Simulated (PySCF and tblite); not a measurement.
Results of a calculation; reference values are marked as such.
C₄H₆O, numbered as in [O:1]=[CH:2][CH:3]1[CH2:4][CH2:5]1.

Conformers came from 60 starts (ETKDG and KDG, MMFF94s, GFN2-xTB); geometries are PBE0-D3(BJ)/def2-SVP. Energies: B3LYP-D3(BJ)/def2-TZVP (IEF-PCM, chloroform), with GFN2-xTB thermal terms (modes under about 100 cm⁻¹ blended into free rotors). Symmetry numbers and mirror images are counted. Conformers within 3 kcal/mol (GFN2-xTB free energy) were kept, 3 at most. Couplings: B3LYP/pcJ-1 (gas phase; spin-dipole term only for pairs with B, N, F, Si or P). Couplings are for ¹³C, ¹H, ¹⁷O. Of two unlike H on one atom, a is the less shielded (PBE0/pcSseg-1 (IEF-PCM, chloroform)). Programs: PySCF with density fitting and tblite.

Torsions listed: O1–C2–C3–C4.

| conformer | shape | weight % |
| --- | --- | --- |
| 1 | -148° | 75.3 |
| 2 | 34° | 24.7 |

(1) Give the couplings in each conformer and the averages at 298.15 K (pairs that fast motion interchanges averaged).

Answers

(1) 
| coupling | pairs | 1 | 2 | average (Hz) |
| --- | --- | --- | --- | --- |
| ¹J(O1,C2) | 1 | 32.3 | 33.3 | 32.5 |
| ²J(O1,C3) | 1 | -1.1 | 1.0 | -0.6 |
| ³J(O1,C4) | 2 | -0.3 | -1.4 | -0.6 |
| ²J(O1,H2) | 1 | -4.2 | -5.0 | -4.4 |
| ³J(O1,H3) | 1 | -0.7 | -1.3 | -0.9 |
| ¹J(C2,C3) | 1 | 57.6 | 54.1 | 56.7 |
| ¹J(C2,H2) | 1 | 171.4 | 176.9 | 172.8 |
| ²J(C2,H3) | 1 | -0.8 | 4.3 | 0.5 |
| ³J(C2,H4a) | 2 | 3.9 | 2.8 | 3.6 |
| ³J(C2,H4b) | 2 | 7.1 | 5.3 | 6.7 |
| ¹J(C3,C4) | 2 | 12.2 | 11.7 | 12.0 |
| ²J(H2,C3) | 1 | 30.0 | 34.6 | 31.1 |
| ¹J(C3,H3) | 1 | 175.9 | 173.2 | 175.3 |
| ²J(C3,H4a) | 2 | -1.7 | -1.4 | -1.6 |
| ²J(C3,H4b) | 2 | -1.8 | -2.2 | -1.9 |
| ¹J(C4,C5) | 1 | 18.3 | 18.2 | 18.3 |
| ³J(H2,C4) | 2 | 1.1 | 0.8 | 1.1 |
| ²J(H3,C4) | 2 | -0.5 | -0.8 | -0.6 |
| ¹J(C4,H4a) | 2 | 175.3 | 171.5 | 174.4 |
| ¹J(C4,H4b) | 2 | 170.1 | 176.1 | 171.6 |
| ²J(C4,H5a) | 2 | -1.5 | -2.0 | -1.6 |
| ²J(C4,H5b) | 2 | -1.8 | -1.7 | -1.7 |
| ³J(H2,H3) | 1 | 7.3 | 1.5 | 5.8 |
| ³J(H3,H4a) | 2 | 9.3 | 8.8 | 9.2 |
| ³J(H3,H4b) | 2 | 5.2 | 4.9 | 5.1 |
| ²J(H4a,H4b) | 2 | -5.7 | -3.8 | -5.2 |
| ³J(H4a,H5a) | 1 | 9.7 | 10.2 | 9.8 |
| ³J(H4a,H5b) | 2 | 7.6 | 8.2 | 7.8 |
| ³J(H4b,H5b) | 1 | 11.1 | 11.1 | 11.1 |
